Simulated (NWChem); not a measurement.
Correlation energy of oxygen (O$_{2}$)

```xyz
2

O      0.0000     0.0000     0.6000
O      0.0000     0.0000    -0.6000
```
Charge 0, spin multiplicity 3.

Program: NWChem. All single points use one geometry, from UB3LYP/def2-SVP, a minimum by its harmonic frequencies.

Basis set: 3-21G. Each correlation energy counts from its own Hartree-Fock reference.

The correlated methods keep 2 core orbitals frozen. The unpaired electrons of the parent sit in orbitals of symmetry b2g and b3g (D2h labels of the run); other states weren't searched. The stability of the SCF solutions was not checked. Open-shell Hartree-Fock references start from PBE0 orbitals. Coupled-cluster values serve here as a point of comparison, not as the truth.

Task: One of these methods gave a correlation energy of -235.3 mHa. Which?
(A) UMP2
(B) SCS-UMP2
(C) CCSD on UHF
(D) CCSD[T] on UHF

Result: A, UMP2. The others give -214.6 (SCS-UMP2), -229.5 (CCSD on UHF), -236.8 (CCSD[T] on UHF).
